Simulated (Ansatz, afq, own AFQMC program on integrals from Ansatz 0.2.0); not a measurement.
# Where AFQMC and coupled cluster stand for AlNH3, quartet

```yaml
atoms:
  - { symbol: Al, position_ang: [0.0000, -0.1040, 0.6488] }
  - { symbol: N, position_ang: [0.0000, 0.0875, -1.1147] }
  - { symbol: H, position_ang: [0.0000, 1.2565, 1.4988] }
  - { symbol: H, position_ang: [0.0000, 0.9771, -1.5913] }
  - { symbol: H, position_ang: [0.0000, -0.6657, -1.7833] }
```

Connectivity, by distances: AlH–NH2.

Basis cc-pVDZ. Noble-gas cores (and the filled d shells of Ga–Kr and In–Xe) are frozen. Ansatz 0.2.0 and our own AFQMC program on the same integrals; the CISD trial comes from CCSD amplitudes, and released means the phaseless constraint is let go. ± is one standard error of the sampling.

Determinant: UHF, the one that the program's search chose, which needn't be the lowest solution. The geometry is a PBE0/def2-TZVP stationary point of this or a neighbouring charge and spin state.

No full CI on the walks' own integrals is used here; CCSDT(Q) serves as the reference and is uncertain by about the last step of the cluster series.

Cautions: another spin lies lower (by 4.75 eV); the released energies are still falling, so no released level is given (meV from the phaseless value at times in 1/Eh: -1.9 ± 1.9 at 0.24, -1.9 ± 1.8 at 0.51, -4.0 ± 1.8 at 0.99, -6.9 ± 2.2 at 1.62, -9 ± 3 at 2.40), though the last usable value meets CCSDT(Q) within the noise.

The T1 diagnostic is 0.0126 and the weight of the determinant in the CISD state is 0.909. The ⟨S²⟩ of the determinant is 3.761 and the size of the correlated space is 11 electrons in 41 orbitals.

| level | correlation energy (eV) |
| --- | --- |
| MP2 | -4.9576 |
| CCSD | -5.8025 |
| CCSD(T) | -5.9120 |

**Question.** Estimate where phaseless AFQMC with the Hartree–Fock trial lies against CCSD(T) on the same integrals.

**Answer.** 0.50 ± 0.50 kcal/mol below CCSD(T). The gap is under twice the noise, so this walk alone can't tell the two apart.

Reference: CCSDT(Q), correlation energy -5.939 eV.

| level | E − E(reference) (kcal/mol) | share of correlation (%) |
| --- | --- | --- |
| CCSD(T) | 0.63 | 99.54 |
| CCSDT | 0.16 | 99.89 |
| ph-AFQMC/HF | 0.13 ± 0.50 | 99.91 |
| ph-AFQMC/CISD | 0.13 ± 0.05 | 99.91 |

A walk keeps the symmetry of its determinant, which the program's search chose and which needn't be the lowest solution, so a lower state of the same spin and another symmetry isn't excluded.
